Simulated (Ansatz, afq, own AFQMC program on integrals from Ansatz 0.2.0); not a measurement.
**Atomization energy of SiGeH6, singlet**

```
atom    x (Å)    y (Å)    z (Å)
  Si  -1.6869  -0.0057   0.0011
  Ge   0.6924   0.0023  -0.0004
   H  -2.2037   1.3885   0.0032
   H  -2.1959  -0.7069   1.2093
   H  -2.1974  -0.7038  -1.2084
   H   1.2392  -1.4352  -0.0026
   H   1.2327   0.7222   1.2467
   H   1.2311   0.7254  -1.2464
```

Atoms in their ground-state spins without spin–orbit coupling (mostly on UHF) minus the molecule (RHF), without zero-point energy. The geometry is a stationary point, not shown to be a minimum.

Basis cc-pVDZ. Only valence electrons are correlated. Integrals, coupled cluster, full CI and functionals: Ansatz 0.2.0; the random walks run on the same integrals in our own AFQMC program. ph-AFQMC/CISD is guided by a CISD state made of CCSD amplitudes; releasing the constraint for a short imaginary time cuts its bias at the price of noise, slowly where states lie close. ± is one standard error of the sampling. No spin–orbit coupling. The errors of all members are added in quadrature.

No full CI on the walks' own integrals is used here; CCSDT(Q) serves as the reference and is uncertain by about the last step of the cluster series. Each member takes its own surest rung, up to full CI.

Errors are counted within cc-pVDZ, not against nature.

Cautions: inner d shell frozen; no relativity below Rb; no spin-orbit coupling; other spins of the molecule weren't checked.

```tsv
level	atomization energy (kcal/mol)
MP2	459.1
CCSD	468.7
```

(1) From these cheaper values, estimate the atomization energy at the reference level in cc-pVDZ.

(1) 471.7 kcal/mol (CCSDT(Q) in cc-pVDZ).

```tsv
level	atomization energy (kcal/mol)	error against CCSDT(Q) (kcal/mol)
HF	380.9	-90.8
CCSD(T)	471.3	-0.4
CCSDT	471.6	-0.1
ph-AFQMC/CISD	471.6 ± 0.3	-0.1 ± 0.3
released AFQMC	471.3 ± 0.4	-0.3 ± 0.4
```

Correlation beyond CCSD(T) adds 0.4 kcal/mol. The perturbative (T) step is worth +2.6 kcal/mol.

A walk keeps the symmetry of its determinant, which the program's search chose and which needn't be the lowest solution, so a lower state of the same spin and another symmetry isn't excluded. Released energies are given only where the last usable release times agree within the noise; a slower fall can still hide under it.
